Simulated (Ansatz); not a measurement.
Reactions of `CC=C(O)C=O`.

Program: Ansatz. Geometries: PBE0-D4/def2-TZVP. ΔE: electronic, gas phase. CBS: MP2 limit from def2 TZ/QZ plus the TZ coupled-cluster correction, frozen cores. This one scheme is used for every species, atoms too. Double bonds are as drawn, so ΔE can hold a change between cis and trans. Open shells (•) are unrestricted, without spin–orbit coupling. Spin–orbit coupling would lower the free atoms: a little for C, O. One conformer a species, not always the lowest.

```
                                       reaction  CCSD(T)/CBS(def2) (kJ/mol)
                `C/C=C(\O)C=O` → `CC(=O)/C=C\O`                           ?
`C/C=C(\O)C=O` + `N#CO` → `N#COC=O` + `C/C=C/O`                           5
        `C/C=C(\O)C=O` + H₂ → `C/C=C/O` + `C=O`                         -14
                   `C/C=C(\O)C=O` → `O=CCC1CO1`                           ?
                  `C/C=C(\O)C=O` → `C=CC(=O)OC`                         -43
                 `C/C=C(\O)C=O` → `O=CC1(O)CC1`                          29
                   `C/C=C(\O)C=O` → `COC1C=CO1`                         145
                   `C/C=C(\O)C=O` → `C#COC(C)O`                         147
                  `C/C=C(\O)C=O` → `C=C(O)CC=O`                          -1
            `C/C=C(\O)C=O` → 4 C• + 6 H• + 2 O•                           ?
```

Problem. Fill in the missing values. (Best estimate.)

Solution. Ansatz gave: `C/C=C(\O)C=O` → `CC(=O)/C=C\O`: -68.1 kJ/mol; `C/C=C(\O)C=O` → `O=CCC1CO1`: +72.1 kJ/mol; `C/C=C(\O)C=O` → 4 C• + 6 H• + 2 O•: +5117.5 kJ/mol.

Largest T1 diagnostic: 0.017, for `CC(=O)/C=C\O`.
